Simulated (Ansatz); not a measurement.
# H3NO (hydroxylamine) at 6 levels

Wanted: a comparison of 6 runs (HF/STO-3G, CAM-B3LYP/STO-3G, PBE0/STO-3G, UB3LYP/STO-3G, UPBE0/STO-3G, RPA@PBE/STO-3G) of H3NO (hydroxylamine). 

Program for the calculation: Ansatz 0.2.0.

45 further runs of the same task are left out: 2 that didn't finish, 43 set aside as unsound or not needed.

**1. The molecule**

H3NO: 5 atoms, total charge 0, spin state singlet. As SMILES, `NO`. The H4–N1 distance was set to 2.540 Å, away from the relaxed value. At this shape a bond of the SMILES string is far longer than usual.

Bond lengths: N1–O2 1.422 Å, N1–H3 1.016 Å, O2–H5 0.960 Å. Angles: N1–O2–H5 102.8°, O2–N1–H3 104.5°.

**2. The energy at HF/STO-3G (run 1)**

File run.yaml:

```yaml
crystal:
  periodic: [false, false, false]
  atoms:
    - symbol: "N"
      position_ang: [1.299707, -0.738473, -0.133606]
    - symbol: O
      position_ang: [1.829287, 0.288857, 0.695624]
    - symbol: H
      position_ang: [1.302137, -1.567203, 0.454334]
    - symbol: H
      position_ang: [-1.141650, -0.109840, -0.446210]
    - symbol: H
      position_ang: [2.569837, 0.617917, 0.180124]
basis:
  gaussian:
    orbitals: STO-3G
hamiltonian:
  xc: hf
accuracy: high
```

Launch:

```console
$ ansatz run run.yaml --threads 1 --pin off --max-ram 3480MiB --events-out events.jsonl --progress --plain --runs-dir runs
```

What it wrote:

```text
Warning: RAYON_NUM_THREADS=1 ignored (pool sized by the plan → 1); use --threads N
Functional definition: HF
  name "HF"
  exchange = exact_x
  correlation = 0
208 factors; integrals over basis functions are off by at most 2.3e-8 eV
mean field evaluation 1: about -3505.1067 eV, gradient 1.9e1 eV
mean field evaluation 2: about -3505.2012 eV, gradient 1.9e1 eV
mean field evaluation 4: about -3507.8865 eV, gradient 2.4e0 eV
mean field evaluation 8: about -3507.9382 eV, gradient 1.5e-1 eV
mean field -3507.93894382 eV, -128.9143784190 hartree, gradient 1.8e-8 eV, S^2 0.000000; 0 other end points of the search recorded, 0 dependent functions left out
reference -3507.93894382 eV, -128.9143784190 hartree; 9, 9 occupied and 4, 4 virtual orbitals, 208 factors
Total energy: -3507.93894382 eV, -128.9143784190 hartree
```

It took 0.06 s on 1 thread of Arm Neoverse V1, shared host.

**3. A single-point energy at CAM-B3LYP/STO-3G (run 2)**

File molecule.yaml:

```yaml
crystal:
  periodic: [false, false, false]
  atoms:
    - {symbol: N, position_ang: [1.299707, -0.738473, -0.133606]}
    - {symbol: O, position_ang: [1.829287, 0.288857, 0.695624]}
    - {symbol: H, position_ang: [1.302137, -1.567203, 0.454334]}
    - {symbol: H, position_ang: [-1.141650, -0.109840, -0.446210]}
    - {symbol: H, position_ang: [2.569837, 0.617917, 0.180124]}
basis:
  gaussian:
    orbitals: STO-3G
hamiltonian:
  xc: {name: CAM-B3LYP}
accuracy: high
total_charge: 0
```

Launch:

```console
$ ansatz run molecule.yaml --threads 1 --pin off --max-ram 3480MiB --events-out events.jsonl --progress --plain --runs-dir runs
```

What it wrote:

```text
Warning: RAYON_NUM_THREADS=1 ignored (pool sized by the plan → 1); use --threads N
Functional definition: CAM-B3LYP
  name "CAM-B3LYP"
  parameter alpha = 0.19
  parameter beta = 0.46
  parameter omega = 0.33/bohr
  parameter ac = 0.81
  exchange = (1 - alpha - beta)*b88_x + beta*b88_x_sr(omega) + alpha*exact_x + beta*exact_x_lr(omega)
  correlation = (1 - ac)*vwn5_c + ac*lyp_c
208 factors; integrals over basis functions are off by at most 2.3e-8 eV
126 factors; integrals over basis functions are off by at most 6.9e-10 eV
mean field evaluation 1: about -3523.3866 eV, gradient 2.0e1 eV
mean field evaluation 2: about -3516.5818 eV, gradient 3.0e1 eV
mean field evaluation 4: about -3525.7877 eV, gradient 1.2e1 eV
mean field evaluation 8: about -3526.3512 eV, gradient 8.0e0 eV
mean field evaluation 16: about -3526.5634 eV, gradient 2.9e-8 eV
mean field -3526.56338970 eV, -129.5988141809 hartree, gradient 3.0e-8 eV, S^2 0.000000; 0 other end points of the search recorded, 0 dependent functions left out
reference -3526.56340228 eV, -129.5988146434 hartree; 9, 9 occupied and 4, 4 virtual orbitals, 208 factors
Total energy: -3526.56340228 eV, -129.5988146434 hartree
```

It took 0.99 s on 1 thread of Arm Neoverse V1, shared host.

Run 3 isn't shown in full; the table further down has it.

**4. A single-point energy at UB3LYP/STO-3G (run 4)**

Changes to molecule.yaml since step 3:

```diff
@@ -11,5 +11,7 @@
     orbitals: STO-3G
+magnetization:
+  spin_polarized: true
+  initial_magnetization: 0
+accuracy: high
 hamiltonian:
-  xc: {name: CAM-B3LYP}
-accuracy: high
-total_charge: 0
+  xc: {name: B3LYP}
```

Launch:

```console
$ ansatz run molecule.yaml --threads 1 --pin off --max-ram 3480MiB --events-out events.jsonl --progress --plain --runs-dir runs
```

What it wrote:

```text
Warning: RAYON_NUM_THREADS=1 ignored (pool sized by the plan → 1); use --threads N
Functional definition: B3LYP
  name "B3LYP"
  parameter a0 = 0.2
  parameter ax = 0.72
[... 1 set-up line as earlier in the session ...]
  exchange = (1 - a0 - ax)*slater_x + ax*b88_x + a0*exact_x
  correlation = (1 - ac)*vwn_rpa_c + ac*lyp_c
208 factors; integrals over basis functions are off by at most 2.3e-8 eV
mean field evaluation 1: about -3524.5659 eV, gradient 1.5e1 eV
mean field evaluation 2: about -3516.1047 eV, gradient 1.9e1 eV
mean field evaluation 4: about -3521.6192 eV, gradient 1.9e1 eV
mean field evaluation 8: about -3526.1357 eV, gradient 1.8e1 eV
mean field evaluation 16: about -3529.7583 eV, gradient 2.9e0 eV
mean field evaluation 32: about -3530.5962 eV, gradient 2.1e-1 eV
mean field -3530.59679837 eV, -129.7470392158 hartree, gradient 2.2e-8 eV, S^2 0.958785; 2 other end points of the search recorded, 0 dependent functions left out
reference -3530.59682438 eV, -129.7470401716 hartree; 9, 9 occupied and 4, 4 virtual orbitals, 208 factors
Total energy: -3530.59682438 eV, -129.7470401716 hartree
```

Run time: 2.5 s. Hardware: 1 thread of Arm Neoverse V1, shared host; peak memory 0.11 GiB.

Run 5 isn't shown in full; the table further down has it.

**5. The energy at RPA@PBE/STO-3G (run 6)**

Changes to molecule.yaml since step 4:

```diff
@@ -11,7 +11,7 @@
     orbitals: STO-3G
-magnetization:
-  spin_polarized: true
-  initial_magnetization: 0
+hamiltonian:
+  xc: {name: PBE}
+correlation:
+  method: rpa
+  frozen_orbitals: {H: 0, "N": 1, O: 1}
 accuracy: high
-hamiltonian:
-  xc: {name: B3LYP}
```

Launch:

```console
$ ansatz run molecule.yaml --threads 1 --pin off --max-ram 3480MiB --events-out events.jsonl --progress --plain --runs-dir runs
```

What it wrote, cut to the lines that bear on the results:

```text
Warning: RAYON_NUM_THREADS=1 ignored (pool sized by the plan → 1); use --threads N
Functional definition: PBE
  name "PBE"
[...]
208 factors; integrals over basis functions are off by at most 2.3e-8 eV
[...]
mean field -3525.74706039 eV, -129.5688146321 hartree, gradient 9.7e-9 eV, S^2 0.000000; 0 other end points of the search recorded, 0 dependent functions left out; unrestricted orbitals would lower it
[...]
unrestricted determinant -3513.75428603 eV, -129.1280883032 hartree, S^2 1.0002
2 core orbitals not correlated: weight in the atoms' cores, before any rotation towards them, 1.000 or more for the frozen orbitals, at most 0.000 for the correlated occupied ones
reference -3507.52167877 eV, -128.8990442113 hartree; 7, 7 occupied and 4, 4 virtual orbitals, 208 factors
Total energy: -3517.27007821 eV, -129.2572912831 hartree
```

Run time: 1.2 s. Hardware: 1 thread of Arm Neoverse V1, shared host.

**6. All runs side by side**

| run | level | frozen core orbitals | energy (Eh) | wall time |
| --- | --- | --- | --- | --- |
| 1 | HF/STO-3G | – | -128.914378 | 0.06 s |
| 2 | CAM-B3LYP/STO-3G | – | -129.598815 | 0.99 s |
| 3 | PBE0/STO-3G | – | -129.552193 | 0.83 s |
| 4 | UB3LYP/STO-3G | – | -129.747040 | 2.5 s |
| 5 | UPBE0/STO-3G | – | -129.628502 | 2.4 s |
| 6 | RPA@PBE/STO-3G | 2 | -129.257291 | 1.2 s |

**7. Results**

| quantity | value |
| --- | --- |
| run 6: total energy | -129.25729 Eh |
| run 6: RPA correlation energy (valence) | -358.2 mEh |

What this shows: Totals of different functionals can't be ranked against each other. In run 6 the log says that unrestricted orbitals would lower the reference, so the values rest on an unstable closed-shell determinant (other closed-shell runs at this shape may share the fault). In runs 1, 2, 3, 4, 5, 6 the basis is minimal, so the values are rough. In runs 1, 2, 3, 6 a closed-shell determinant meets a far-stretched bond, which it describes badly. Spin contamination of the reference: run 5 ⟨S²⟩ = 0.97, run 4 ⟨S²⟩ = 0.96. Where it is this large, the reference is a mixture of spin states, and values that rest on it are in doubt. All runs together took 8 s, the longest 2.5 s.
